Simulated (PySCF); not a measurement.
# Cl: electron affinity

Cl⁻ [Ar] (1S) → Cl [Ne] 3s2 3p5 (2P), as a difference of total energies. Calculation: PySCF 2.14, in x2c-TZVPPall with one added diffuse shell each of s, p, d type (6s6p4d1f, 51 functions); the spin-free X2C one-electron Hamiltonian (Gaussian nucleus). Correlated levels: valence: [Ne] frozen. The calculations carry no spin-orbit coupling.

| method | electron affinity (eV) |
| --- | --- |
| UHF | 2.371 |
| MP2 (valence) | 3.580 |
| SCS-MP2 (valence) | 3.479 |
| CCSD (valence) | 3.368 |
| CCSD(T) (valence) | 3.449 |

A first-order spin-orbit estimate (lowest level to lowest level, LS coupling) adds -0.036 eV.

Errors of the correlated levels include the incompleteness of this basis and the frozen core.

Task: Which method comes closest to the reference value, and which is furthest?

Result: The reference is 3.613 eV (measured; photodetachment measurements, as compiled on the Wikipedia data page of electron affinities). Closest: MP2 (valence) (error -0.069 eV); furthest: UHF (error -1.278 eV), both after the spin-orbit estimate.
